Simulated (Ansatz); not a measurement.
Input for Ansatz (development build ahead of 0.2.0):

```yaml
crystal:
  periodic: [false, false, false]
  atoms:
    - { symbol: C, position_ang: [0.0, 0.0, 0.0] }
    - { symbol: O, position_ang: [0.0, 0.0, 3.0] }
basis:
  gaussian: { orbitals: pcseg-2 }
total_charge: 1
magnetization:
  initial_magnetization: 1
hamiltonian:
  xc: pbe0
```

The input is written out in the form of the current development build from the run's settings.

Results

```
Converged                       : yes
Total energy                    : -112.31377 hartree
Spin squared of the determinant : 0.750
Stability test                  : minimum among restricted orbitals
```

Caution: stretched shape with no unrestricted run beside it, a lower state can exist; charge can spread falsely over distant fragments.
